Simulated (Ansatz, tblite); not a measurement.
# The cluster SnS₂: removing and adding an electron

The task here is to estimate one member of a computed series from the others.

Program: Ansatz 0.2.0, Gaussian basis. Level of theory: as each input shows. These are calculated values, not measurements.

Levels to be run: charge +1 doublet, at the geometry of the singlet (PBE0-D4/def2-TZVP, PBE-D4/def2-TZVP, r2SCAN-D4/def2-TZVP, CCSD(T)/def2-TZVPP); charge -1 doublet, at the geometry of the singlet (PBE0-D4/def2-TZVPD, PBE-D4/def2-TZVPD, r2SCAN-D4/def2-TZVPD, CCSD(T)/def2-TZVPD); the starting singlet's energies come from earlier runs.

4 further runs of the same task are left out: 4 set aside as unsound or not needed. Runs told in other sessions of the task aren't counted.

**The geometry**

The geometry is that of the singlet, from an earlier relaxation (r2SCAN-D4/def2-TZVP). At that level it is the lowest of the isomers that a small search found.

3 atoms, charge 0, spin multiplicity 1.

Atoms are counted from 1 here; the program's logs count them from 0.

Bond lengths: Sn1–S2 2.405 Å, Sn1–S3 2.405 Å, S2–S3 2.165 Å. Angles: S2–Sn1–S3 53.5°, Sn1–S2–S3 63.2°, Sn1–S3–S2 63.2°.

Sn takes a core potential in the def2 sets. No spin-orbit coupling is included.

The first run:

File in.yaml:

```yaml
crystal:
  periodic: [false, false, false]
  atoms:
    - {symbol: Sn, position_ang: [0.196731, -0.228819, 1.399466]}
    - {symbol: S, position_ang: [0.654627, 0.892037, -0.678444]}
    - {symbol: S, position_ang: [-0.851359, -0.663217, -0.721012]}
basis:
  gaussian: {orbitals: def2-TZVP}
total_charge: 1
magnetization: {spin_polarized: true, initial_magnetization: 1}
hamiltonian: {xc: pbe0, dispersion: d4}
output: {orbitals: {seedname: orbitals}}
```

Command:

```sh
> ansatz run in.yaml --threads 4 --pin off --events-out ev --progress --plain --max-ram 3916MiB
```

Among the steps run: Charge +1 doublet at the fixed geometry, PBE0-D4/def2-TZVP; Charge +1 doublet at the fixed geometry, PBE-D4/def2-TZVP; Charge +1 doublet at the fixed geometry, r2SCAN-D4/def2-TZVP; Charge +1 doublet at the fixed geometry, CCSD(T)/def2-TZVPP; Charge -1 doublet at the fixed geometry, PBE0-D4/def2-TZVPD; Charge -1 doublet at the fixed geometry, PBE-D4/def2-TZVPD; Charge -1 doublet at the fixed geometry, r2SCAN-D4/def2-TZVPD; Charge -1 doublet at the fixed geometry, CCSD(T)/def2-TZVPD.

One of the session's tables, all rows but one given; the rest of the session is left out.

It belongs to the step «Vertical electron affinity». 

| method | vertical electron affinity (eV) |
| --- | --- |
| HF/def2-TZVPD | 0.91 |
| PBE-D4/def2-TZVPD | 1.13 |
| r2SCAN-D4/def2-TZVPD | 1.27 |
| PBE0-D4/def2-TZVPD | ? |
| MP2/def2-TZVPD | 1.13 |
| CCSD/def2-TZVPD | 1.17 |
| CCSD(T)/def2-TZVPD | 1.15 |

Q: Estimate the row for PBE0-D4/def2-TZVPD from the others.

The run gave: vertical electron affinity (eV): 1.25. In the column «vertical electron affinity (eV)» it lies between CCSD/def2-TZVPD (1.17) and r2SCAN-D4/def2-TZVPD (1.27).

Caveats from the session: The anion's highest level is positive in at least one run, so there the basis alone may hold the extra electron.
